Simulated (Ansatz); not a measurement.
Input file:

```yaml
crystal:
  periodic: [false, false, false]
  atoms:
    - {symbol: Si, position_ang: [0.000000, 0.000000, 0.000000]}
    - {symbol: C, position_ang: [0.000000, 0.000000, 1.894000]}
basis:
  gaussian: {orbitals: 6-31G}
magnetization: {spin_polarized: false, initial_magnetization: 2}
correlation: {method: fic_mrcisd_q, electrons: outside_noble_gas, active_space: {window: {electrons: 8, orbitals: 8}, shells: [{species: C, l: s, shell: 2}, {species: C, l: p, shell: 2}, {species: Si, l: s, shell: 3}, {species: Si, l: p, shell: 3}]}}
```

```sh
$ ansatz run in.yaml --threads 1 --pin off --events-out ev --progress --plain --max-ram 2393MiB
```

Log:

```
457 factors; integrals over basis functions are off by at most 4.8e-8 eV
mean field evaluation 1: about -8884.4273 eV, gradient 8.1e0 eV
mean field evaluation 2: about -8884.4751 eV, gradient 8.2e0 eV
mean field evaluation 4: about -8885.1368 eV, gradient 2.2e0 eV
mean field evaluation 8: about -8885.4649 eV, gradient 1.0e0 eV
mean field evaluation 16: about -8885.5127 eV, gradient 1.8e-6 eV
mean field evaluation 32: about -8885.4406 eV, gradient 1.6e-4 eV
mean field evaluation 64: about -8885.4406 eV, gradient 8.1e-6 eV
mean field evaluation 96: about -8885.4354 eV, gradient 7.9e-2 eV
mean field -8885.51265256 eV, -326.5365671648 hartree, gradient 5.6e-6 eV, S^2 2.000000; 9 other end points of the search recorded, 0 dependent functions left out
reference -8885.51265256 eV, -326.5365671648 hartree; 11, 9 occupied and 11, 13 virtual orbitals, 457 factors
state -8888.62276762 eV, -326.6508617853 hartree
contracted CI cycle   1: correlation 0.00000000 eV, 0.0000000000 hartree, residual 6.89e0 eV
contracted CI cycle   2: correlation -0.98580582 eV, -0.0362276958 hartree, residual 1.49e0 eV
contracted CI cycle   3: correlation -1.02969816 eV, -0.0378407095 hartree, residual 3.42e-1 eV
contracted CI cycle   4: correlation -1.03194724 eV, -0.0379233615 hartree, residual 8.63e-2 eV
contracted CI cycle   5: correlation -1.03209204 eV, -0.0379286830 hartree, residual 2.06e-2 eV
contracted CI cycle   6: correlation -1.03210076 eV, -0.0379290032 hartree, residual 5.59e-3 eV
contracted CI cycle   7: correlation -1.03210135 eV, -0.0379290251 hartree, residual 1.41e-3 eV
state -8888.62276762 eV, -326.6508617853 hartree; corrected -8889.68172148 eV, -326.6897776216 hartree
Total energy: -8889.68172148 eV, -326.6897776216 hartree
Checks for a lower state left out: starts, orbital_swaps
```

Natural occupations: 1.9764 1.9270 1.8248 1.0186 0.9636 0.1825 0.0721 0.0348.

For the same geometry and basis full CI lies 10.1 meV lower.

Ran on 1 thread of Arm Neoverse V1, shared host: 3.2 s wall, 0.18 GiB peak host memory.
